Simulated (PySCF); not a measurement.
One molecule, one basis, several functionals.

Species: diethyl sulfide, C4H10S.
SMILES: `CCSCC`

Torsions of this conformer, `[CH3:1][CH2:2][S:3][CH2:4][CH3:5]`: C1–C2–S3–C4 65°, C2–S3–C4–C5 65°.

PySCF, def2-SVPD basis, density fitting, gas phase, PBE0-D3(BJ)/def2-SVP geometry; singlet excitations by full TDDFT with frozen cores, triplets by Tamm–Dancoff TDDFT and ionisation energies by ΔSCF, from the lowest of the holes tried. One functional is left out:

```
functional  exact exchange (%)  HOMO energy (eV)  LUMO energy (eV)  lowest singlet excitation (eV)  lowest triplet excitation (eV)  dipole moment (D)  mean polarisability (au)  vertical ionisation energy (eV)
       LDA                   0             -5.17             -0.23                            4.97                            4.89              1.759                      76.9                             8.47
       PBE                   0             -5.08             -0.12                            4.99                            4.83              1.731                      75.7                             8.30
      PBE0                  25             -6.27              0.59                            5.56                            5.13              1.784                      72.8                             8.39
 BHandHLYP                  50             -7.37              1.09                            5.76                            5.32              1.775                      71.1                             8.34
```

Question: Predict the row of B3LYP (20 % exact exchange) by straight lines through the other rows, and check it.

Answer: 
```
                       property   line  computed  computed − line  PBE0 (25 %), for comparison
               HOMO energy (eV)  -6.03     -6.06            -0.03                        -6.27
               LUMO energy (eV)   0.36      0.30            -0.06                         0.59
 lowest singlet excitation (eV)   5.34      5.42            +0.08                         5.56
 lowest triplet excitation (eV)   5.05      5.07            +0.02                         5.13
              dipole moment (D)  1.763     1.724           -0.039                        1.784
       mean polarisability (au)   74.0      73.7             -0.3                         72.8
vertical ionisation energy (eV)   8.37      8.43            +0.06                         8.39
```

Question: Which of these properties follows the share of exact exchange most closely, and which least?

Answer: Most closely the HOMO energy, least the vertical ionisation energy; the correlations over the tabulated rows are HOMO energy -0.999, LUMO energy 0.992, lowest triplet excitation 0.990, lowest singlet excitation 0.972, mean polarisability -0.968, dipole moment 0.707, vertical ionisation energy -0.261. The HOMO energy moves by -0.450 eV for every 10 %. Functionals with the same share still differ in their other parts: at 0 % LDA and PBE differ by 0.09 eV in it.
